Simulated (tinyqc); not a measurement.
Inside a calculation. Method: RHF in the sto-3g basis, for NH3, spin multiplicity 1. One step of it, computed by the program tinyqc.

Task: Iteration 1: diagonalisation and new density. Diagonalise F' = X^T F X, C = X C', fill 5 alpha and 5 beta electrons from the bottom; D = 2 C_occ C_occ^T. Each column has its largest component positive (the first on a tie).

Fock matrix F (hartree), lower triangle:
```
,1N 1s,1N 2s,1N 2px,1N 2py,1N 2pz,2H 1s,3H 1s,4H 1s
1N 1s,-13.482602
1N 2s,-3.527093,-1.174547
1N 2px,-0.000003,-0.000035,0.333306
1N 2py,0.000000,0.000000,0.000000,0.333308
1N 2pz,0.004044,0.060289,0.000005,0.000000,0.490805
2H 1s,-0.716501,-0.449362,-0.144410,0.000000,0.032339,-0.001520
3H 1s,-0.716352,-0.449288,0.072182,-0.125054,0.032333,-0.136717,-0.001475
4H 1s,-0.716352,-0.449288,0.072182,0.125054,0.032333,-0.136717,-0.136685,-0.001475
```

X, lower triangle:
```
,1N 1s,1N 2s,1N 2px,1N 2py,1N 2pz,2H 1s,3H 1s,4H 1s
1N 1s,1.024773
1N 2s,-0.149478,1.306493
1N 2px,-0.000002,0.000032,1.130840
1N 2py,0.000000,0.000000,0.000000,1.130833
1N 2pz,0.003076,-0.031745,-0.000004,0.000000,1.003537
2H 1s,0.021564,-0.270401,-0.276491,0.000000,0.030235,1.187922
3H 1s,0.021562,-0.270346,0.138217,-0.239419,0.030227,-0.038961,1.187869
4H 1s,0.021562,-0.270346,0.138217,0.239419,0.030227,-0.038961,-0.038954,1.187869
```

Give: F' = X^T F X; orbital energies; coefficients C; D after iteration 1.

Result:

F' = X^T F X (hartree), lower triangle:
```
,1,2,3,4,5,6,7,8
1,-13.1913
2,-1.9915,-0.2130
3,0.0000,0.0000,0.5772
4,0.0000,0.0000,0.0000,0.5772
5,0.0068,0.0139,0.0000,0.0000,0.4972
6,-0.0969,-0.3194,-0.3670,0.0000,0.0428,0.3323
7,-0.0968,-0.3193,0.1835,-0.3178,0.0428,-0.0564,0.3322
8,-0.0968,-0.3193,0.1835,0.3178,0.0428,-0.0564,-0.0564,0.3322
```

orbital energies (hartree): MO1 -13.4945, MO2 -0.3757, MO3 0.0237, MO4 0.0237, MO5 0.4895, MO6 0.6929, MO7 0.9421, MO8 0.9421

coefficients C:
```
,MO1,MO2,MO3,MO4,MO5,MO6,MO7,MO8
1N 1s,0.9916,-0.2124,0.0000,0.0000,-0.0611,-0.2046,0.0000,0.0000
1N 2s,0.0384,0.6762,0.0000,0.0000,0.3048,1.1824,0.0000,0.0003
1N 2px,0.0000,0.0000,0.0000,0.4500,0.0000,-0.0002,0.0000,1.0913
1N 2py,0.0000,0.0000,0.4500,0.0000,0.0000,0.0000,1.0913,0.0000
1N 2pz,-0.0015,-0.0564,0.0000,0.0000,0.9586,-0.2980,0.0000,-0.0001
2H 1s,-0.0074,0.2185,0.0000,0.6033,-0.1140,-0.6513,0.0000,-0.8463
3H 1s,-0.0074,0.2185,0.5225,-0.3017,-0.1140,-0.6515,-0.7327,0.4229
4H 1s,-0.0074,0.2185,-0.5225,-0.3017,-0.1140,-0.6515,0.7327,0.4229
```

D after iteration 1, lower triangle:
```
,1N 1s,1N 2s,1N 2px,1N 2py,1N 2pz,2H 1s,3H 1s,4H 1s
1N 1s,2.0641
1N 2s,-0.2482,1.1032
1N 2px,0.0000,0.0000,0.4050
1N 2py,0.0000,0.0000,0.0000,0.4050
1N 2pz,-0.0961,0.5081,0.0000,0.0000,1.8441
2H 1s,-0.0935,0.2254,0.5430,0.0000,-0.2432,0.8496
3H 1s,-0.0935,0.2254,-0.2715,0.4703,-0.2432,-0.2424,0.8497
4H 1s,-0.0935,0.2254,-0.2715,-0.4703,-0.2432,-0.2424,-0.2424,0.8497
```
